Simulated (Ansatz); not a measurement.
H2Si–N, quartet: reading a ladder of total energies

Geometry: a PBE0/def2-TZVP stationary point for this spin, not checked as a minimum. The doublet lies 1.8 eV lower here.

```yaml
atoms:
  - { symbol: Si, position_ang: [0.0000, 0.0000, 0.5558] }
  - { symbol: N, position_ang: [0.0000, 0.0000, -1.2927] }
  - { symbol: H, position_ang: [0.0000, 1.3020, 1.2391] }
  - { symbol: H, position_ang: [0.0000, -1.3020, 1.2391] }
```

Basis cc-pVDZ; Ansatz 0.2.0. Only valence electrons are correlated (noble-gas cores frozen), which leaves 11 electrons in 36 orbitals. Prefix R: restricted or restricted open-shell reference; prefix U: unrestricted.

Full CI isn't at hand for all of this; UCCSDT(Q) serves as the reference, and is uncertain by about the last step of the cluster series.

Runs differ by some tens of microhartree through their thresholds and, for an open shell, their frozen cores, so steps under 0.03 kcal/mol mean nothing.

```
    level  total energy (hartree)
      UHF             -344.412826
     UMP2             -344.592413
    UCCSD             -344.631168
 UCCSD(T)             -344.636152
   UCCSDT             -344.637392
UCCSDT(Q)             -344.637735
```

**Question.** What is the correlation energy at UCCSDT(Q), and what share of it do UMP2 and UCCSD recover?

**Answer.** E(corr) = -344.637735 − (-344.412826) = -0.224909 hartree = -6.120 eV. UMP2: -0.179587 / -0.224909 = 79.85 %. UCCSD: -0.218342 / -0.224909 = 97.08 %.

**Question.** By how many kcal/mol does UCCSD(T) miss UCCSDT(Q) (1 hartree = 627.509 kcal/mol), and which steps make up the rest?

**Answer.** -344.636152 − (-344.637735) = 0.001583 hartree = 0.99 kcal/mol. Steps: UCCSDT − UCCSD(T) = -0.78, UCCSDT(Q) − UCCSDT = -0.22 kcal/mol. Differences between like states or geometries often cancel part of this.
